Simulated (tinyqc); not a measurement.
LCCD on RHF in the sto-3g basis, for H2F+, spin multiplicity 1, step by step (part 1 of 2). Computed by tinyqc, a small Python program that keeps every step (integrals from PySCF). Settings: charge = 1, multiplicity = 1, basis = sto-3g, method = RHF, energy threshold = 1e-10, iteration cap = 75, orthogonalisation = symmetric, start = Wolfsberg-Helmholz matrix, DIIS depth = 6, amplitude equations = LCCD, DIIS depth for amplitudes = 0, cap on updates = 79. Command: `OMP_NUM_THREADS=1 python tinyqc.py 27789 27790 out.jsonl` (the two numbers bound the seeds that draw the settings). One thread of a shared host (Intel(R) Xeon(R) Processor @ 2.60GHz), about 0.1 s of CPU time with the checks. The early iterations of the SCF are left out here.

## One-electron integrals

Geometry (angstrom):
```
atom         x          y         z
F     0.000000   0.000000  0.000000
H     0.000000   0.949000  0.572000
H     0.000000  -0.949000  0.572000
```

Basis sto-3g: exponents (1/bohr^2) and contraction coefficients of normalised primitives:
```
element  l (shell)    exponent  coefficient
F            s (1)  166.679130     0.154329
F            s (1)   30.360812     0.535328
F            s (1)    8.216821     0.444635
F            s (2)    6.464803    -0.099967
F            s (2)    1.502281     0.399513
F            s (2)    0.488588     0.700115
F            p (3)    6.464803     0.155916
F            p (3)    1.502281     0.607684
F            p (3)    0.488588     0.391957
H            s (1)    3.425251     0.154329
H            s (1)    0.623914     0.535328
H            s (1)    0.168855     0.444635
```

Overlap, kinetic and nuclear-attraction integrals over the contracted functions; the nuclear repulsion is the sum of Za Zb / Rab.

nuclear repulsion = 8.87512588 hartree

overlap S:
```
           1F 1s     1F 2s    1F 2px     1F 2py    1F 2pz     2H 1s      3H 1s
1F 1s   1.000000  0.237990  0.000000   0.000000  0.000000  0.031309   0.031309
1F 2s   0.237990  1.000000  0.000000   0.000000  0.000000  0.331533   0.331533
1F 2px  0.000000  0.000000  1.000000   0.000000  0.000000  0.000000   0.000000
1F 2py  0.000000  0.000000  0.000000   1.000000  0.000000  0.239561  -0.239561
1F 2pz  0.000000  0.000000  0.000000   0.000000  1.000000  0.144393   0.144393
2H 1s   0.031309  0.331533  0.000000   0.239561  0.144393  1.000000   0.140618
3H 1s   0.031309  0.331533  0.000000  -0.239561  0.144393  0.140618   1.000000
```

kinetic energy T (hartree):
```
            1F 1s      1F 2s    1F 2px     1F 2py    1F 2pz      2H 1s      3H 1s
1F 1s   36.984577  -0.212858  0.000000   0.000000  0.000000  -0.007483  -0.007483
1F 2s   -0.212858   1.037995  0.000000   0.000000  0.000000   0.048493   0.048493
1F 2px   0.000000   0.000000  3.248015   0.000000  0.000000   0.000000   0.000000
1F 2py   0.000000   0.000000  0.000000   3.248015  0.000000   0.126053  -0.126053
1F 2pz   0.000000   0.000000  0.000000   0.000000  3.248015   0.075977   0.075977
2H 1s   -0.007483   0.048493  0.000000   0.126053  0.075977   0.760032  -0.008526
3H 1s   -0.007483   0.048493  0.000000  -0.126053  0.075977  -0.008526   0.760032
```

nuclear attraction V (hartree):
```
             1F 1s       1F 2s      1F 2px      1F 2py      1F 2pz      2H 1s      3H 1s
1F 1s   -77.964726   -9.404124    0.000000    0.000000   -0.010647  -1.268147  -1.268147
1F 2s    -9.404124  -12.494729    0.000000    0.000000   -0.131538  -3.058406  -3.058406
1F 2px    0.000000    0.000000  -12.353673    0.000000    0.000000   0.000000   0.000000
1F 2py    0.000000    0.000000    0.000000  -12.459598    0.000000  -1.902981   1.902981
1F 2pz   -0.010647   -0.131538    0.000000    0.000000  -12.392155  -1.177661  -1.177661
2H 1s    -1.268147   -3.058406    0.000000   -1.902981   -1.177661  -5.717088  -0.930514
3H 1s    -1.268147   -3.058406    0.000000    1.902981   -1.177661  -0.930514  -5.717088
```

core Hamiltonian H = T + V (hartree):
```
             1F 1s       1F 2s     1F 2px     1F 2py     1F 2pz      2H 1s      3H 1s
1F 1s   -40.980149   -9.616981   0.000000   0.000000  -0.010647  -1.275631  -1.275631
1F 2s    -9.616981  -11.456734   0.000000   0.000000  -0.131538  -3.009913  -3.009913
1F 2px    0.000000    0.000000  -9.105658   0.000000   0.000000   0.000000   0.000000
1F 2py    0.000000    0.000000   0.000000  -9.211583   0.000000  -1.776927   1.776927
1F 2pz   -0.010647   -0.131538   0.000000   0.000000  -9.144140  -1.101683  -1.101683
2H 1s    -1.275631   -3.009913   0.000000  -1.776927  -1.101683  -4.957056  -0.939040
3H 1s    -1.275631   -3.009913   0.000000   1.776927  -1.101683  -0.939040  -4.957056
```

## Two-electron integrals

Functions are numbered as in S; the eight-fold symmetry (ij|kl) = (ji|kl) = (kl|ij) leaves the list below.

Two-electron integrals (ij|kl) in chemists' order, unique and non-zero (hartree):
```
(11|11) 5.403501    (21|11) 0.841920    (21|21) 0.156299    (22|11) 1.268028
(22|21) 0.292344    (22|22) 0.926167    (31|31) 0.027998    (32|31) 0.043169
(32|32) 0.204588    (33|11) 1.264502    (33|21) 0.292403    (33|22) 0.925959
(33|33) 0.997514    (41|41) 0.027998    (42|41) 0.043169    (42|42) 0.204588
(43|43) 0.053770    (44|11) 1.264502    (44|21) 0.292403    (44|22) 0.925959
(44|33) 0.889973    (44|44) 0.997514    (51|51) 0.027998    (52|51) 0.043169
(52|52) 0.204588    (53|53) 0.053770    (54|54) 0.053770    (55|11) 1.264502
(55|21) 0.292403    (55|22) 0.925959    (55|33) 0.889973    (55|44) 0.889973
(55|55) 0.997514    (61|11) 0.112195    (61|21) 0.020662    (61|22) 0.038436
(61|33) 0.038376    (61|41) 0.000722    (61|42) 0.001358    (61|44) 0.038512
(61|51) 0.000435    (61|52) 0.000819    (61|54) 0.000082    (61|55) 0.038426
(61|61) 0.002759    (62|11) 0.296097    (62|21) 0.069233    (62|22) 0.246128
(62|33) 0.242459    (62|41) 0.004044    (62|42) 0.032103    (62|44) 0.250355
(62|51) 0.002438    (62|52) 0.019350    (62|54) 0.004760    (62|55) 0.245327
(62|61) 0.009295    (62|62) 0.081829    (63|31) 0.007102    (63|32) 0.042634
(63|43) 0.006687    (63|53) 0.004030    (63|63) 0.011895    (64|11) 0.176884
(64|21) 0.041875    (64|22) 0.159350    (64|33) 0.152626    (64|41) 0.009236
(64|42) 0.062247    (64|44) 0.170851    (64|51) 0.001286    (64|52) 0.011822
(64|54) 0.006955    (64|55) 0.154389    (64|61) 0.005847    (64|62) 0.065036
(64|64) 0.063214    (65|11) 0.106615    (65|21) 0.025240    (65|22) 0.096046
(65|33) 0.091994    (65|41) 0.001286    (65|42) 0.011822    (65|44) 0.094918
(65|51) 0.007877    (65|52) 0.049760    (65|54) 0.008449    (65|55) 0.101117
(65|61) 0.003524    (65|62) 0.039200    (65|64) 0.030932    (65|65) 0.030539
(66|11) 0.467702    (66|21) 0.111137    (66|22) 0.456477    (66|33) 0.441444
(66|41) 0.007791    (66|42) 0.087975    (66|44) 0.474170    (66|51) 0.004696
(66|52) 0.053026    (66|54) 0.019725    (66|55) 0.453334    (66|61) 0.015000
(66|62) 0.198668    (66|64) 0.183743    (66|65) 0.110749    (66|66) 0.774606
(71|11) 0.112195    (71|21) 0.020662    (71|22) 0.038436    (71|33) 0.038376
(71|41) -0.000722   (71|42) -0.001358   (71|44) 0.038512    (71|51) 0.000435
(71|52) 0.000819    (71|54) -0.000082   (71|55) 0.038426    (71|61) 0.002720
(71|62) 0.009018    (71|64) 0.005234    (71|65) 0.003423    (71|66) 0.014448
(71|71) 0.002759    (72|11) 0.296097    (72|21) 0.069233    (72|22) 0.246128
(72|33) 0.242459    (72|41) -0.004044   (72|42) -0.032103   (72|44) 0.250355
(72|51) 0.002438    (72|52) 0.019350    (72|54) -0.004760   (72|55) 0.245327
(72|61) 0.009018    (72|62) 0.065288    (72|64) 0.035979    (72|65) 0.030264
(72|66) 0.127195    (72|71) 0.009295    (72|72) 0.081829    (73|31) 0.007102
(73|32) 0.042634    (73|43) -0.006687   (73|53) 0.004030    (73|63) 0.009122
(73|73) 0.011895    (74|11) -0.176884   (74|21) -0.041875   (74|22) -0.159350
(74|33) -0.152626   (74|41) 0.009236    (74|42) 0.062247    (74|44) -0.170851
(74|51) -0.001286   (74|52) -0.011822   (74|54) 0.006955    (74|55) -0.154389
(74|61) -0.005234   (74|62) -0.035979   (74|64) -0.011098   (74|65) -0.016376
(74|66) -0.064730   (74|71) -0.005847   (74|72) -0.065036   (74|74) 0.063214
(75|11) 0.106615    (75|21) 0.025240    (75|22) 0.096046    (75|33) 0.091994
(75|41) -0.001286   (75|42) -0.011822   (75|44) 0.094918    (75|51) 0.007877
(75|52) 0.049760    (75|54) -0.008449   (75|55) 0.101117    (75|61) 0.003423
(75|62) 0.030264    (75|64) 0.016376    (75|65) 0.022988    (75|66) 0.064787
(75|71) 0.003524    (75|72) 0.039200    (75|74) -0.030932   (75|75) 0.030539
(76|11) 0.085421    (76|21) 0.020171    (76|22) 0.078422    (76|33) 0.077020
(76|44) 0.078648    (76|51) 0.001126    (76|52) 0.010911    (76|55) 0.079515
(76|61) 0.002677    (76|62) 0.025895    (76|64) 0.018108    (76|65) 0.014202
(76|66) 0.067655    (76|71) 0.002677    (76|72) 0.025895    (76|74) -0.018108
(76|75) 0.014202    (76|76) 0.010372    (77|11) 0.467702    (77|21) 0.111137
(77|22) 0.456477    (77|33) 0.441444    (77|41) -0.007791   (77|42) -0.087975
(77|44) 0.474170    (77|51) 0.004696    (77|52) 0.053026    (77|54) -0.019725
(77|55) 0.453334    (77|61) 0.014448    (77|62) 0.127195    (77|64) 0.064730
(77|65) 0.064787    (77|66) 0.277437    (77|71) 0.015000    (77|72) 0.198668
(77|74) -0.183743   (77|75) 0.110749    (77|76) 0.067655    (77|77) 0.774606
```

## Orthogonalisation

S = U s U^T; symmetric (Loewdin) form X = U s^(-1/2) U^T, so that X^T S X = 1.

eigenvalues of S: 0.512454  0.583683  0.907807  1.000000  1.082358  1.275700  1.637999

X:
```
            1F 1s      1F 2s    1F 2px     1F 2py     1F 2pz      2H 1s      3H 1s
1F 1s    1.023455  -0.133640  0.000000   0.000000  -0.004333   0.016174   0.016174
1F 2s   -0.133640   1.115996  0.000000   0.000000   0.039895  -0.180443  -0.180443
1F 2px   0.000000   0.000000  1.000000   0.000000   0.000000   0.000000   0.000000
1F 2py   0.000000   0.000000  0.000000   1.054112   0.000000  -0.146621   0.146621
1F 2pz  -0.004333   0.039895  0.000000   0.000000   1.016964  -0.077034  -0.077034
2H 1s    0.016174  -0.180443  0.000000  -0.146621  -0.077034   1.086391  -0.053785
3H 1s    0.016174  -0.180443  0.000000   0.146621  -0.077034  -0.053785   1.086391
```

## Iteration 8 (converged): orbitals

converged F (hartree):
```
             1F 1s      1F 2s     1F 2px     1F 2py     1F 2pz      2H 1s      3H 1s
1F 1s   -26.554067  -6.772782   0.000000   0.000000  -0.019897  -0.906737  -0.906737
1F 2s    -6.772782  -3.568717   0.000000   0.000000  -0.081352  -0.981170  -0.981170
1F 2px    0.000000   0.000000  -0.991087   0.000000   0.000000   0.000000   0.000000
1F 2py    0.000000   0.000000   0.000000  -0.895098   0.000000  -0.488338   0.488338
1F 2pz   -0.019897  -0.081352   0.000000   0.000000  -0.936878  -0.340620  -0.340620
2H 1s    -0.906737  -0.981170   0.000000  -0.488338  -0.340620  -0.715492  -0.245514
3H 1s    -0.906737  -0.981170   0.000000   0.488338  -0.340620  -0.245514  -0.715492
```

Diagonalise F' = X^T F X, C = X C', fill 5 alpha and 5 beta electrons from the bottom; D = 2 C_occ C_occ^T. Each column has its largest component positive (the first on a tie).

F' = X^T F X (hartree):
```
            1          2          3          4          5          6          7
1  -26.077285  -3.431597   0.000000   0.000000  -0.036601  -0.091151  -0.091151
2   -3.431597  -2.257116   0.000000   0.000000   0.029960  -0.407886  -0.407886
3    0.000000   0.000000  -0.991087   0.000000   0.000000   0.000000   0.000000
4    0.000000   0.000000   0.000000  -0.712896   0.000000  -0.391007   0.391007
5   -0.036601   0.029960   0.000000   0.000000  -0.873014  -0.240547  -0.240547
6   -0.091151  -0.407886   0.000000  -0.391007  -0.240547  -0.375646  -0.052738
7   -0.091151  -0.407886   0.000000   0.391007  -0.240547  -0.052738  -0.375646
```

orbital energies (hartree): MO1 -26.563503, MO2 -1.977199, MO3 -1.104242, MO4 -1.007322, MO5 -0.991087, MO6 -0.087776, MO7 0.068438

coefficients C:
```
              MO1        MO2        MO3        MO4       MO5        MO6        MO7
1F 1s    0.994816  -0.252450   0.000000   0.056428  0.000000   0.096371   0.000000
1F 2s    0.021906   0.962575   0.000000  -0.281193  0.000000  -0.569137   0.000000
1F 2px   0.000000   0.000000   0.000000   0.000000  1.000000   0.000000   0.000000
1F 2py   0.000000   0.000000   0.740644   0.000000  0.000000   0.000000   0.778199
1F 2pz   0.001800   0.079005   0.000000   0.887324  0.000000  -0.504088   0.000000
2H 1s   -0.003513   0.080784   0.346063   0.215861  0.000000   0.720249  -0.742791
3H 1s   -0.003513   0.080784  -0.346063   0.215861  0.000000   0.720249   0.742791
```

D after iteration 8:
```
            1F 1s      1F 2s    1F 2px     1F 2py     1F 2pz      2H 1s      3H 1s
1F 1s    2.113149  -0.474154  0.000000   0.000000   0.063831  -0.023416  -0.023416
1F 2s   -0.474154   2.012200  0.000000   0.000000  -0.346843   0.033970   0.033970
1F 2px   0.000000   0.000000  2.000000   0.000000   0.000000   0.000000   0.000000
1F 2py   0.000000   0.000000  0.000000   1.097108   0.000000   0.512620  -0.512620
1F 2pz   0.063831  -0.346843  0.000000   0.000000   1.587178   0.395830   0.395830
2H 1s   -0.023416   0.033970  0.000000   0.512620   0.395830   0.345789  -0.133251
3H 1s   -0.023416   0.033970  0.000000  -0.512620   0.395830  -0.133251   0.345789
```

## Convergence

Stop when the energy changes by less than 1e-10 hartree and every element of the error matrix X^T (F D S - S D F) X is below 3e-06.

Course of the cycle:
```
iteration   E (hartree)     change  largest element of the error matrix
1          -98.54801574          -                             4.43e-01
2          -98.81578985  -2.68e-01                             1.10e-01
3          -98.83098613  -1.52e-02                             2.10e-02
4          -98.83157598  -5.90e-04                             3.34e-03
5          -98.83160596  -3.00e-05                             8.76e-04
6          -98.83160844  -2.48e-06                             1.20e-05
7          -98.83160844  -2.82e-10                             6.61e-08
8          -98.83160844  -4.26e-14                             6.33e-10
```

PySCF RHF in the same basis = -98.83160844 hartree

Converged in 8 iterations.

## Integrals over molecular orbitals

(pq|rs) = sum C_ip C_jq C_kr C_ls (ij|kl), one index at a time.

one-electron integrals over orbitals h = C^T H C (hartree):
```
            1          2          3          4          5          6          7
1  -40.962478   0.697804   0.000000  -0.144856   0.000000  -0.257162   0.000000
2    0.697804  -9.566949   0.000000   0.343776   0.000000   1.257549   0.000000
3    0.000000   0.000000  -7.837220   0.000000   0.000000   0.000000  -2.245526
4   -0.144856   0.343776   0.000000  -8.591077   0.000000   1.450570   0.000000
5    0.000000   0.000000   0.000000   0.000000  -9.105658   0.000000   0.000000
6   -0.257162   1.257549   0.000000   1.450570   0.000000  -5.370919   0.000000
7    0.000000   0.000000  -2.245526   0.000000   0.000000   0.000000  -5.903727
```

Two-electron integrals over orbitals (pq|rs), unique and non-zero (hartree):
```
(11|11) 5.363191    (21|11) -0.508569   (21|21) 0.076380    (22|11) 1.210114
(22|21) -0.020410   (22|22) 0.858620    (31|31) 0.017051    (32|31) 0.025303
(32|32) 0.152557    (33|11) 0.966283    (33|21) -0.008241   (33|22) 0.742463
(33|33) 0.710459    (41|11) 0.112578    (41|21) -0.014726   (41|22) 0.011247
(41|33) 0.004281    (41|41) 0.027398    (42|11) -0.089195   (42|21) 0.006759
(42|22) -0.006991   (42|33) -0.006352   (42|41) 0.031164    (42|42) 0.163567
(43|31) -0.002860   (43|32) 0.008826    (43|43) 0.047704    (44|11) 1.152680
(44|21) -0.013843   (44|22) 0.817739    (44|33) 0.697715    (44|41) -0.009460
(44|42) -0.083077   (44|44) 0.877474    (51|51) 0.029576    (52|51) 0.039393
(52|52) 0.183759    (53|53) 0.037015    (54|51) -0.008144   (54|52) -0.030076
(54|54) 0.052273    (55|11) 1.264018    (55|21) -0.014398   (55|22) 0.883382
(55|33) 0.731963    (55|41) 0.003218    (55|42) -0.049295   (55|44) 0.830478
(55|55) 0.997514    (61|11) 0.194042    (61|21) -0.030432   (61|22) 0.004877
(61|33) 0.002256    (61|41) -0.006206   (61|42) -0.018192   (61|44) 0.011416
(61|55) 0.005470    (61|61) 0.018070    (62|11) -0.265067   (62|21) 0.007114
(62|22) -0.134932   (62|33) -0.081779   (62|41) -0.016709   (62|42) -0.045059
(62|44) -0.097346   (62|55) -0.140499   (62|61) 0.004562    (62|62) 0.068873
(63|31) -0.003422   (63|32) 0.026586    (63|43) 0.019839    (63|63) 0.072981
(64|11) -0.276853   (64|21) 0.003789    (64|22) -0.150088   (64|33) -0.086380
(64|41) -0.006113   (64|42) 0.006479    (64|44) -0.155903   (64|55) -0.154613
(64|61) 0.001060    (64|62) 0.058814    (64|64) 0.078084    (65|51) -0.012659
(65|52) -0.049397   (65|54) -0.009776   (65|65) 0.023475    (66|11) 0.654389
(66|21) -0.005153   (66|22) 0.543526    (66|33) 0.532711    (66|41) 0.014108
(66|42) 0.062544    (66|44) 0.518522    (66|55) 0.523165    (66|61) -0.004424
(66|62) -0.044226   (66|64) -0.023130   (66|66) 0.527935    (71|31) 0.016543
(71|32) 0.023667    (71|43) -0.002848   (71|63) -0.002990   (71|71) 0.016065
(72|31) 0.017835    (72|32) 0.071109    (72|43) -0.019466   (72|63) -0.024006
(72|71) 0.016713    (72|72) 0.058177    (73|11) 0.432655    (73|21) -0.008227
(73|22) 0.221425    (73|33) 0.165759    (73|41) -0.000945   (73|42) -0.052782
(73|44) 0.206041    (73|55) 0.239874    (73|61) 0.004622    (73|62) -0.067406
(73|64) -0.090447   (73|66) 0.014025    (73|73) 0.165378    (74|31) -0.006503
(74|32) -0.050331   (74|43) 0.006760    (74|63) -0.044657   (74|71) -0.006377
(74|72) -0.010989   (74|74) 0.046998    (75|53) 0.025810    (75|75) 0.020162
(76|31) -0.009142   (76|32) -0.089352   (76|43) -0.050771   (76|63) -0.090808
(76|71) -0.008909   (76|72) 0.002892    (76|74) 0.060130    (76|76) 0.165325
(77|11) 0.778372    (77|21) -0.007575   (77|22) 0.598710    (77|33) 0.596763
(77|41) 0.002824    (77|42) 0.005389    (77|44) 0.577428    (77|55) 0.588199
(77|61) 0.002224    (77|62) -0.041658   (77|64) -0.032132   (77|66) 0.522622
(77|73) 0.071885    (77|77) 0.561465
```

## LCCD: starting amplitudes

t_ij^ab = <ij||ab> / (e_i + e_j - e_a - e_b), whose energy is MP2.

Starting amplitudes (spin orbitals 1a, 1b, ...; amplitudes related by a flip of all spins are not repeated; the 24 largest):
```
from      to          t
3a 3b  7a 7b  -0.070513
3a 4b  6b 7a  -0.043230
4a 4b  6a 6b  -0.042458
3a 3b  6a 6b  -0.035899
2a 3b  6a 7b   0.022013
3a 4a  6a 7a  -0.021886
4a 4b  7a 7b  -0.021844
3a 4b  6a 7b   0.021344
2a 4b  6a 6b  -0.020938
2a 2b  6a 6b  -0.018226
2a 2b  7a 7b  -0.014220
2a 3a  6a 7a   0.014173
5a 5b  6a 6b  -0.012994
5a 5b  7a 7b  -0.009515
2a 3b  6b 7a  -0.007840
2a 4b  7a 7b   0.003521
1a 2b  7a 7b  -0.000583
1a 1b  6a 6b  -0.000341
1a 1b  7a 7b  -0.000302
1a 3a  6a 7a  -0.000275
1a 4b  7a 7b   0.000230
1a 3b  6a 7b  -0.000167
1a 2b  6a 6b  -0.000161
1a 3b  6b 7a  -0.000108
```

correlation energy = -0.04008917 hartree

## LCCD: amplitude update 1

t_ij^ab D_ij^ab are set to the remaining terms of the spin-orbital equations, evaluated with the old amplitudes; for the doubles these are <ij||ab> + 1/2 <ab||ef> t_ij^ef + 1/2 <mn||ij> t_mn^ab + P(ij)P(ab) <mb||ej> t_im^ae, D the orbital-energy denominators (linear CCD).

Amplitudes after update 1 (spin orbitals 1a, 1b, ...; amplitudes related by a flip of all spins are not repeated; the 24 largest):
```
from      to          t
3a 3b  7a 7b  -0.088022
3a 4b  6b 7a  -0.053305
4a 4b  6a 6b  -0.049957
3a 3b  6a 6b  -0.046579
3a 4b  6a 7b   0.031075
2a 4b  6a 6b  -0.027260
2a 3b  6a 7b   0.027175
4a 4b  7a 7b  -0.026294
3a 4a  6a 7a  -0.022230
2a 2b  6a 6b  -0.017745
2a 3a  6a 7a   0.014381
2a 2b  7a 7b  -0.013857
2a 3b  6b 7a  -0.012794
5a 5b  6a 6b  -0.012732
5a 5b  7a 7b  -0.008753
2a 4b  7a 7b   0.002234
1a 2b  7a 7b  -0.000508
1a 1b  6a 6b  -0.000266
1a 3a  6a 7a  -0.000262
1a 1b  7a 7b  -0.000234
1a 4b  7a 7b   0.000186
1a 3b  6b 7a  -0.000142
1a 3b  6a 7b  -0.000120
1a 4b  6a 6b  -0.000110
```

correlation energy = -0.04886715 hartree

## LCCD: amplitude update 2

As before.

Amplitudes after update 2 (spin orbitals 1a, 1b, ...; amplitudes related by a flip of all spins are not repeated; the 24 largest):
```
from      to          t
3a 3b  7a 7b  -0.093579
3a 4b  6b 7a  -0.055968
4a 4b  6a 6b  -0.052521
3a 3b  6a 6b  -0.050244
3a 4b  6a 7b   0.035326
2a 4b  6a 6b  -0.028975
2a 3b  6a 7b   0.028325
4a 4b  7a 7b  -0.027657
3a 4a  6a 7a  -0.020642
2a 2b  6a 6b  -0.017468
2a 3b  6b 7a  -0.014748
2a 3a  6a 7a   0.013577
2a 2b  7a 7b  -0.013410
5a 5b  6a 6b  -0.012554
5a 5b  7a 7b  -0.008159
2a 4b  7a 7b   0.001599
1a 2b  7a 7b  -0.000489
1a 1b  6a 6b  -0.000267
1a 3a  6a 7a  -0.000258
1a 1b  7a 7b  -0.000230
1a 4b  7a 7b   0.000177
1a 3b  6b 7a  -0.000150
1a 4b  6a 6b  -0.000123
1a 3b  6a 7b  -0.000108
```

correlation energy = -0.05133859 hartree
